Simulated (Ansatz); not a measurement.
## Worked example: correlation energy of C$_{2}$H$_{3}$FO, singlet

Geometry: MP2(full)/6-31G*, from the G2/97 set.

```xyz
7

C     0.0820    0.1378    0.0000
O     0.2086    1.3286    0.0000
F    -1.1620   -0.4314    0.0000
C     1.1314   -0.9248    0.0000
H     2.1179   -0.4657    0.0000
H     1.0068   -1.5570    0.8815
H     1.0068   -1.5570   -0.8815
```

Basis 6-31G; Ansatz 0.2.0. Correlated methods freeze the noble-gas cores, which leaves 24 electrons in 38 orbitals. Prefix R: restricted or restricted open-shell reference.

Full CI isn't at hand for all of this; RCCSDT(Q) serves as the reference, and is uncertain by about the last step of the cluster series.

Runs differ by some tens of microhartree through their thresholds, so steps under 0.03 kcal/mol mean nothing.

```json
{"level": "RHF", "total energy (hartree)": "-251.691301"}
{"level": "RMP2", "total energy (hartree)": "-252.120590"}
{"level": "RCCSD", "total energy (hartree)": "-252.133738"}
{"level": "RCCSD(T)", "total energy (hartree)": "-252.145809"}
{"level": "RCCSDT", "total energy (hartree)": "-252.146352"}
{"level": "RCCSDT(Q)", "total energy (hartree)": "-252.147864"}
```

Task: What is the correlation energy at RCCSDT(Q), and what share of it do RMP2 and RCCSD(T) recover?

Result: E(corr) = -252.147864 − (-251.691301) = -0.456563 hartree = -12.424 eV. RMP2: -0.429289 / -0.456563 = 94.03 %. RCCSD(T): -0.454508 / -0.456563 = 99.55 %.

Task: By how many kcal/mol does RCCSD(T) miss RCCSDT(Q) (1 hartree = 627.509 kcal/mol), and which steps make up the rest?

Result: -252.145809 − (-252.147864) = 0.002055 hartree = 1.29 kcal/mol. Steps: RCCSDT − RCCSD(T) = -0.34, RCCSDT(Q) − RCCSDT = -0.95 kcal/mol. Differences between like states or geometries often cancel part of this.
